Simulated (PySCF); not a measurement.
## cyano radical: adiabatic energies of losing or gaining an electron at several levels

Structure: `[C]#N` (CN•). The parent is a doublet.

All levels share the PBE0-D3(BJ)/ma-def2-SVP structures and the PBE0-D3(BJ)/ma-def2-SVP thermal terms; only the single-point energies (PySCF) change. Values are adiabatic energies of losing or gaining an electron (0 K, eV).

| level | electron affinity to the singlet anion | ionisation energy to the triplet cation | ionisation energy to the singlet cation | abs. error | time |
| --- | --- | --- | --- | --- | --- |
| HF/aug-cc-pVTZ | 2.88 | 12.47 | 16.19 | 0.98 | 5.9 s |
| CCSD(T)/aug-cc-pVTZ | 3.87 | 13.91 | 13.69 | 0.01 | 6 min |
| PBE0-D3(BJ)/ma-def2-TZVP | 3.90 | 13.91 | 15.20 | 0.03 | – |
| MP2/aug-cc-pVTZ | 4.82 | 13.92 | 12.92 | 0.96 | 21 s |
| ATcT 1.112 | 3.86 | n/a | n/a |  |  |

Times are wall times for all single points of a level on 1 thread of Arm Neoverse V2, a shared host; the dash marks the run that also made the structures.

Hartree-Fock leaves out electron correlation, so its ionisation energies and electron affinities from energy differences come out too low, often by 1 eV or more.

At MP2/aug-cc-pVTZ, HF/aug-cc-pVTZ a relaxed species lies above the same state at the other structure, so the structures fit those levels poorly.

The widest spread is that of ionisation energy to the singlet cation: 3.27 eV, from 12.92 to 16.19.

Caveats: the singlet was run as a closed shell, which can place it too high against the triplet, even in the wrong order.
